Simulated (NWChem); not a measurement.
**Correlation energy of NO (-1)**

```xyz
2

N      0.0000     0.0000     0.6690
O      0.0000     0.0000    -0.5854
```
Charge -1, spin multiplicity 3.

Everything below was run with NWChem. The geometry was optimised at UPBE0/def2-SVP, a minimum by its harmonic frequencies.

Basis set: def2-SVPD. Each correlation energy counts from its own Hartree-Fock reference.

The correlated methods keep 2 core orbitals frozen. The structure started from a generated list of species. The unpaired electrons of the parent sit in orbitals of symmetry b1 and b2 (C2v labels of the run); other states weren't searched. The anion's geometry comes from a basis without diffuse functions. No SCF solution was tested for a lower state. Open-shell Hartree-Fock references start from PBE0 orbitals. Coupled-cluster values serve here as a point of comparison, not as the truth.

```json
[
 {"method": "CCSD[T] on UHF", "correlation energy (mHa)": "-353.0"},
 {"method": "CCSD on UHF", "correlation energy (mHa)": "-339.5"},
 {"method": "UMP2", "correlation energy (mHa)": "-326.9"},
 {"method": "CCSD(T) on ROHF", "correlation energy (mHa)": "…"},
 {"method": "CCSD(T) on UHF", "correlation energy (mHa)": "-351.4"},
 {"method": "CCSD on ROHF", "correlation energy (mHa)": "-354.7"},
 {"method": "SCS-UMP2", "correlation energy (mHa)": "-310.1"},
 {"method": "CCSD[T] on ROHF", "correlation energy (mHa)": "…"}
]
```

Question: Some entries are withheld; supply them.

Answer: 
- CCSD(T) on ROHF, correlation energy (mHa): -368.1
- CCSD[T] on ROHF, correlation energy (mHa): -370.1
